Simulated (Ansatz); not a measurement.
System: hcp Zr. Method: HSE06-D3(BJ) in Ansatz (PAW).

Run with plane-wave cutoff 460 eV, 9×9×6 k mesh (along the axes of the cell as run), Fermi–Dirac smearing 0.05 eV, scalar-relativistic PAW data made under PBE.

Computed at the level's own relaxed cell.

Q: Estimate the lattice constant a and c axis length that the calculation returns.

A: 
lattice constant a: 3.190 Å
c axis length: 5.023 Å

Measured, for comparison: lattice constant a 3.232 Å, lattice parameter c 5.148 Å (293 K, no zero-point or thermal correction; as tabulated in Wikipedia's data pages). Computed (rounded) less measured: lattice constant a -1.3 %, lattice parameter c -2.4 %. A static lattice is as a rule a little smaller and stiffer than an uncorrected measurement, which narrows the difference in the lattice constant a and would widen misses of the other sign.

Computed values are for the static lattice.

Cost on a shared machine: about 40 core-minutes (a rough figure).

Ansatz is a program for electronic structure.
